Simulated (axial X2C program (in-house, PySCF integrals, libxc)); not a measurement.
Low determinants of CCl⁻ at the PBE0 level, 2c

Computed with an axial X2C code built on PySCF integrals. Two-component (2c) means X2C with spin–orbit coupling and atomic mean-field two-electron Coulomb and Gaunt terms. Basis: Cl dyall-av3z [9s8p3d2f], C dyall-av3z [8s7p3d2f] (cores contracted in-house); Gaussian nuclei, density fitting, unrestricted open shells. Masses: Cl 34.969 u, C 12.000 u.

Search at 1.861 Å (vertical energies from the lowest determinant):

```
ΔE (eV)  state  electrons beyond evenly filled partner blocks  electrons in ±ω = 1/2, 3/2, 5/2, 7/2
   0.00  Ω = 1                              ω = -1/2, ω = 3/2                              19 5 0 0
   1.09  Ω = 0                                           none                              20 4 0 0
   1.10  Ω = 2                               ω = 1/2, ω = 3/2                              19 5 0 0
   1.11  Ω = 0                                           none                              18 6 0 0
   2.53  Ω = 1                                    2 × ω = 1/2                              20 4 0 0
   2.96  Ω = 3                                    2 × ω = 3/2                              18 6 0 0
   6.00  Ω = 0                          3 × ω = 1/2, ω = -3/2                              19 5 0 0
```

Lowest determinant, Ω = 1 (⟨Sz⟩ = 1.00, ⟨Lz⟩ = 0.00 at PBE0): Re = 1.854 Å, ωe = 520.3 cm⁻¹.

The determinant in row 2 of the search, Ω = 0 (closed shell), was followed along the bond at PBE0; measured from the minimum of the lowest determinant it gives:

Te = 1.068 eV (8616 cm⁻¹), Re = 1.802 Å, ωe = 577.2 cm⁻¹.

(1) Compare the bond of the determinant in row 2 with that of the lowest one.

The search compares states at one distance, so a state with another bond length can lie lower; it is not exhaustive and yields mostly the lowest determinant of each block pattern, so other components and higher states of one pattern are missing. These are energies of single determinants, not of spin-adapted states; PBE0 term energies can be off by some tenths of an eV, and the functional has no current term. Open-shell Ω = 0 determinants with evenly filled partner blocks cannot be reached by this program, so the Ω shown need not be the lowest component. A closed-shell Ω = 0 row of a π² shell mixes the 0⁺ component of the triplet with ¹Σ⁺ and matches no level; 0⁺ can lie lowest. For an anion, determinants above electron detachment are held by the basis set. The highest occupied level of some functionals is positive through self-interaction error; at Hartree–Fock it is bound. Row 1 has a positive highest level at its minimum. Row 2 has a positive highest level at its minimum.

## Answers

(1) At PBE0 its Re is 0.052 Å shorter and its force constant, which goes as ωe², is 1.23 times that of the lowest determinant. T0 ≈ Te + Δωe/2 = 8616 + (28) = 8644 cm⁻¹.
